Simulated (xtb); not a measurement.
xtb job for methanol cation (CH₄O), SMILES OC (connectivity only; charge and spin as stated), charge +1, multiplicity 2, GFN2-xTB. 

```
$ xtb mol.xyz --gfn 2 --ohess tight --chrg 1 --uhf 1 --json
$ cat mol.xyz
6

C     -0.37950000     0.00550000     0.04630000
O      0.91110000    -0.39310000    -0.39960000
H     -0.51310000    -0.08800000     1.09190000
H     -1.11930000    -0.61880000    -0.48230000
H     -0.51260000     1.11600000    -0.29290000
H      1.61340000     0.08220000     0.02050000
```

Program output:

```
[...]
      -------------------------------------------------------------
                  HL-Gap            0.4906893 Eh           13.3523 eV
             Fermi-level           -0.5821192 Eh          -15.8403 eV

 SCC (total)                   0 d,  0 h,  0 min,  0.001 sec
 SCC setup                      ...        0 min,  0.000 sec (  5.306%)
 Dispersion                     ...        0 min,  0.000 sec (  1.967%)
 classical contributions        ...        0 min,  0.000 sec (  6.607%)
 integral evaluation            ...        0 min,  0.000 sec ( 18.384%)
 iterations                     ...        0 min,  0.000 sec ( 24.632%)
 molecular gradient             ...        0 min,  0.000 sec ( 36.679%)
 printout                       ...        0 min,  0.000 sec (  5.412%)

         :::::::::::::::::::::::::::::::::::::::::::::::::::::
         ::                     SUMMARY                     ::
         :::::::::::::::::::::::::::::::::::::::::::::::::::::
         :: total energy              -7.666557802709 Eh    ::
         :: gradient norm              0.000162415089 Eh/a0 ::
         :: HOMO-LUMO gap             13.352334241950 eV    ::
         ::.................................................::
         :: SCC energy                -7.735800545816 Eh    ::
         :: -> isotropic ES            0.133102304602 Eh    ::
         :: -> anisotropic ES         -0.009380684423 Eh    ::
         :: -> anisotropic XC          0.002602466980 Eh    ::
         :: -> dispersion             -0.000720022299 Eh    ::
         :: repulsion energy           0.069242743107 Eh    ::
         :: add. restraining           0.000000000000 Eh    ::
         :: total charge               1.000000000000 e     ::
         :::::::::::::::::::::::::::::::::::::::::::::::::::::

           -------------------------------------------------
          |                Numerical Hessian                |
           -------------------------------------------------
step length          :   0.00500
SCC accuracy         :   0.30000
Hessian scale factor :   1.00000
frozen atoms in %    :   0.00000    0
RMS gradient         :   0.00016
estimated CPU  time      0.00 min

writing file <hessian>.

 projected vibrational frequencies (cm⁻¹)
eigval :       -0.00    -0.00    -0.00     0.00     0.00     0.00
eigval :     -185.86   893.81   994.26  1119.79  1194.60  1197.09
eigval :     1257.28  1371.48  2490.82  2656.76  2942.46  3246.72
           -------------------------------------------------
          |                Property Printout                |
           -------------------------------------------------

    * Orbital Energies and Occupations

         #    Occupation            Energy/Eh            Energy/eV
      -------------------------------------------------------------
         1        2.0000           -1.0067977             -27.3964
         2        2.0000           -0.9250541             -25.1720
         3        2.0000           -0.8733070             -23.7639
         4        2.0000           -0.8335604             -22.6823
         5        2.0000           -0.8187503             -22.2793
         6        2.0000           -0.7321610             -19.9231
         7        1.0000           -0.6956684             -18.9301 (HOMO)
         8                         -0.2049792              -5.5778 (LUMO)
         9                         -0.1559550              -4.2438
        10                         -0.1438942              -3.9156
        11                         -0.0664578              -1.8084
        12                          0.0416842               1.1343
      -------------------------------------------------------------
                  HL-Gap            0.4906893 Eh           13.3523 eV
             Fermi-level           -0.5821193 Eh          -15.8403 eV

     #   Z          covCN         q      C6AA      α(0)
     1   6 C        3.614     0.022    20.690     6.565
     2   8 O        1.657    -0.128    16.254     5.442
     3   1 H        0.919     0.237     0.929     1.507
     4   1 H        0.923     0.198     1.109     1.647
     5   1 H        0.917     0.272     0.799     1.398
     6   1 H        0.803     0.399     0.487     1.097

 Mol. C6AA /au·bohr⁶  :        147.720348
 Mol. C8AA /au·bohr⁸  :       3023.224341
 Mol. α(0) /au        :         17.655981


Wiberg/Mayer (AO) data.
largest (>0.10) Wiberg bond orders for each atom

 ---------------------------------------------------------------------------
Molecule has no symmetry elements
It seems to be the C1 point group
     #   Z sym  total        # sym  WBO       # sym  WBO       # sym  WBO
 ---------------------------------------------------------------------------
     1   6 C    3.839 --     2 O    1.368     4 H    0.933     3 H    0.796
                             5 H    0.740
     2   8 O    2.356 --     1 C    1.368     6 H    0.818
     3   1 H    0.928 --     1 C    0.796
     4   1 H    0.961 --     1 C    0.933
     5   1 H    0.894 --     1 C    0.740
     6   1 H    0.841 --     2 O    0.818
 ---------------------------------------------------------------------------

Topologies differ in total number of bonds
Writing topology from bond orders to xtbtopo.mol

molecular dipole:
                 x           y           z       tot (Debye)
 q only:        0.083       0.442       0.322
   full:        0.170       0.615       0.497       2.056
molecular quadrupole (traceless):
                xx          xy          yy          xz          yz          zz
 q only:        3.598       0.158      -1.683       0.523      -0.011      -1.915
  q+dip:        3.279       0.884      -1.487       1.393      -0.258      -1.792
   full:        3.487       0.719      -1.573       1.182      -0.516      -1.914

           -------------------------------------------------
          |                Geometry Summary                 |
           -------------------------------------------------

      molecular mass/u    :       32.0419038
   center of mass at/Å    :        0.2878845      -0.1797468      -0.1979506
  moments of inertia/u·Å² :        0.3904772E+01   0.1861812E+02   0.1973761E+02
rotational constants/cm⁻¹ :        0.4317187E+01   0.9054420E+00   0.8540869E+00

 * 5 selected distances

     #   Z          #   Z                                           value/Å
     1   6 C        2   8 O                                       1.3253668 (max)
     1   6 C        3   1 H                                       1.1239656
     1   6 C        4   1 H                                       1.0990831
     1   6 C        5   1 H                                       1.1321015
     2   8 O        6   1 H                                       0.9819897 (min)

 * 3 distinct bonds (by element types)

   Z      Z             #   av. dist./Å        max./Å        min./Å
   1 H    6 C           3     1.1183834     1.1321015     1.0990831
   1 H    8 O           1     0.9819897     0.9819897     0.9819897
   6 C    8 O           1     1.3253668     1.3253668     1.3253668

           -------------------------------------------------
          |               Frequency Printout                |
           -------------------------------------------------
 projected vibrational frequencies (cm⁻¹)
eigval :       -0.00    -0.00    -0.00     0.00     0.00     0.00
eigval :     -185.86   893.81   994.26  1119.79  1194.60  1197.09
eigval :     1257.28  1371.48  2490.82  2656.76  2942.46  3246.72
 reduced masses (amu)
   1:  7.00   2: 11.04   3: 12.33   4:  9.16   5:  8.57   6:  9.86   7:  2.76   8:  3.22
   9:  1.85  10:  2.45  11:  3.51  12:  3.59  13:  9.68  14:  4.16  15:  1.71  16:  1.57
  17:  1.77  18:  1.88
 IR intensities (km·mol⁻¹)
   1: 48.31   2: 20.68   3: 37.30   4:  9.54   5: 54.31   6: 36.54   7: 60.38   8: 39.02
   9: 89.37  10:137.39  11: 57.20  12:224.12  13: 86.62  14: 14.17  15:163.73  16: 47.70
  17: 40.13  18:172.39
 Raman intensities (Ä⁴*amu⁻¹)
   1:  0.00   2:  0.00   3:  0.00   4:  0.00   5:  0.00   6:  0.00   7:  0.00   8:  0.00
   9:  0.00  10:  0.00  11:  0.00  12:  0.00  13:  0.00  14:  0.00  15:  0.00  16:  0.00
  17:  0.00  18:  0.00
 output can be read by thermo (or use thermo option).
 writing <g98.out> molden fake output.
 recommended (thermochemical) frequency scaling factor: 1.0
           -------------------------------------------------
          |             Thermodynamic Functions             |
           -------------------------------------------------

c1  symmetry found (for desy threshold:  0.10E+00) used in thermo

          ...................................................
          :                      SETUP                      :
Note: The following floating-point exceptions are signalling: IEEE_DENORMAL
normal termination of xtb
          :.................................................:
          :  # frequencies                          11      :
          :  # imaginary freq.                       1      :
          :  linear?                             false      :
          :  only rotor calc.                    false      :
          :  symmetry                               c1      :
          :  rotational number                       1      :
          :  scaling factor                  1.0000000      :
          :  rotor cutoff                   50.0000000 cm⁻¹ :
          :  imag. cutoff                  -20.0000000 cm⁻¹ :
          :.................................................:

    mode    ω/cm⁻¹     T·S(HO)/kcal·mol⁻¹    T·S(FR)/kcal·mol⁻¹   T·S(vib)
   ------------------------------------------------------------------------
   ------------------------------------------------------------------------

   temp. (K)  partition function   enthalpy   heat capacity  entropy
                                   cal/mol     cal/K/mol   cal/K/mol   J/K/mol
 298.15  VIB   1.04                  107.843      1.861      0.434
         ROT  0.289E+04              888.752      2.981     18.820
         INT  0.300E+04              996.596      4.842     19.254
         TR   0.175E+27             1481.254      4.968     36.309
         TOT                        2477.8495     9.8097    55.5626   232.4738

       T/K    H(0)-H(T)+PV         H(T)/Eh          T*S/Eh         G(T)/Eh
   ------------------------------------------------------------------------
    298.15    0.394870E-02    0.480656E-01    0.263996E-01    0.216660E-01
   ------------------------------------------------------------------------

         :::::::::::::::::::::::::::::::::::::::::::::::::::::
         ::                  THERMODYNAMIC                  ::
         :::::::::::::::::::::::::::::::::::::::::::::::::::::
         :: total free energy          -7.644891753969 Eh   ::
         ::.................................................::
         :: total energy               -7.666557802709 Eh   ::
         :: zero point energy           0.044116915367 Eh   ::
         :: G(RRHO) w/o ZPVE           -0.022450866626 Eh   ::
         :: G(RRHO) contrib.            0.021666048740 Eh   ::
         :::::::::::::::::::::::::::::::::::::::::::::::::::::
imag cut-off (cm-1) :    5.00
 found            1  significant imaginary frequency
 writing imag mode distorted coords to xtbhess.xyz
 for further optimization.

optimized geometry written to: xtbopt.xyz


           -------------------------------------------------
          | TOTAL ENERGY               -7.666557802709 Eh   |
          | TOTAL ENTHALPY             -7.618492182873 Eh   |
          | TOTAL FREE ENERGY          -7.644891753969 Eh   |
          | GRADIENT NORM               0.000162436400 Eh/α |
          | HOMO-LUMO GAP              13.352334139882 eV   |
           -------------------------------------------------

------------------------------------------------------------------------
------------------------------------------------------------------------
 total:
 SCF:
 ANC optimizer:
 analytical hessian:
```

The calculation finished and met its thresholds. The end point has an imaginary mode, so it is no minimum.

Cost: roughly 0.07 core-seconds.
